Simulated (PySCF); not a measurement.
Chlorine: a sound run and one with changed settings

Sound run: Cl [Ne] 3s2 3p5, Cl⁺ [Ne] 3s2 3p4. Computed with PySCF 2.14 in pcseg-2, with no relativity, point nucleus. In the sound run the correlated levels freeze [Ne]. The sound run starts from symmetry-adapted Hartree-Fock orbitals and uses a fine grid where one is needed.

Changed run: a valence shell is frozen. This setting is unsound on purpose.

```tsv
species	method	sound run (hartree)	changed run (hartree)	converged
Cl	MP2	-459.62602	-459.56898	yes
Cl	CCSD(T)	-459.65376	-459.58173	yes
Cl⁺	MP2	-459.16156	-459.09951	yes
Cl⁺	CCSD(T)	-459.18992	-459.11096	yes
```

Ionisation energy of Cl:

```
 method  sound run (eV)  changed run (eV)
    UHF          11.794            11.794
    MP2          12.638            12.775
SCS-MP2          12.636            12.844
   CCSD          12.598            12.770
CCSD(T)          12.622            12.810
```

Freezing a valence shell removes pair correlation that changes on ionisation.

For comparison, NIST gives 12.968 eV between the lowest levels.
